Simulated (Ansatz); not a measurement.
Predict the output of the script below (Ansatz 0.2.0 through its Python package).

`md_alh5si.py`
```python
"""A short Born-Oppenheimer trajectory of AlH5Si."""

import warnings

import ansatz as az
import numpy as np

GEOMETRY = """
Al   -0.29450   -1.33630    0.08980
Si    0.24810    0.98560   -0.06730
H     0.69110   -2.36150    0.57800
H    -1.73750   -1.75000   -0.34190
H     0.11570    1.43600   -1.47570
H    -0.63420    1.79700    0.79780
H     1.67250    1.16110    0.37370
"""


def main() -> None:
    warnings.simplefilter("ignore", az.DeckWarning)

    system = az.Crystal.molecule()
    for line in GEOMETRY.strip().splitlines():
        symbol, *xyz = line.split()
        system = system.atom(symbol, [float(v) for v in xyz])

    base = system.calculation().basis(gaussian="6-31G").functional("hf")
    symbols = [site.symbol for site in system.cartesian_sites]
    start = np.array([site.position_ang for site in system.cartesian_sites], dtype=float)
    data = base.relax(force_tolerance=0.02, max_steps=100).run().report
    end = np.array(data["positions_ang"])
    minimum = az.Crystal.molecule()
    for symbol, place in zip(symbols, end):
        minimum = minimum.atom(symbol, place.tolist())

    # dynamics from the relaxed geometry
    base = (
        minimum.calculation()
        .basis(gaussian="6-31G")
        .functional("hf")
        .md("nvt_langevin", timestep=0.5, steps=30, temperature=200, initial_velocities="maxwell_boltzmann", seed=31, friction=0.02)
    )
    frames = []
    done = base.session().plan().execute(on_event=lambda e: frames.append(e["data"]) if e["event"] == "md_step" else None)
    print("t (fs)   E_pot (eV)      E_kin (eV)   T (K)   d(0-1) (A)")
    for f in frames[::3]:
        xyz = np.array(f["positions_ang"])
        print(f"{f['time_fs']:6.2f} {f['lagrangian_ev']:14.5f} {f['e_kin_ev']:10.5f} {f['temperature_k']:8.1f} {np.linalg.norm(xyz[0] - xyz[1]):9.4f}")
    print("mean temperature", round(float(np.mean([f["temperature_k"] for f in frames])), 1), "K")


if __name__ == "__main__":
    main()
```

```console
$ python md_alh5si.py
t (fs)   E_pot (eV)      E_kin (eV)   T (K)   d(0-1) (A)
  0.00   -14520.92055    0.15511    171.4    2.4819
  1.50   -14520.90813    0.14103    155.9    2.4789
  3.00   -14520.88574    0.10966    121.2    2.4757
  4.50   -14520.87893    0.10469    115.7    2.4727
  6.00   -14520.87839    0.10365    114.6    2.4716
  7.50   -14520.87442    0.09781    108.1    2.4717
  9.00   -14520.86625    0.08111     89.6    2.4722
 10.50   -14520.86251    0.06461     71.4    2.4741
 12.00   -14520.86693    0.09878    109.2    2.4772
 13.50   -14520.86457    0.09865    109.0    2.4819
 15.00   -14520.85695    0.07981     88.2    2.4877
mean temperature 114.4 K
```

What to keep in mind:
- Total energies depend on the basis set; only differences at equal settings carry meaning.
- The trajectory is only some femtoseconds long, so its temperature is not equilibrated; where the script doesn't relax first, it starts from a rough generated geometry.
- The printed temperature counts all 3N degrees of freedom under Langevin dynamics, so the first row lies under the target.
- Finished in 17 s on 1 thread of Arm Neoverse V1 (shared host), peak memory 0.16 GiB.
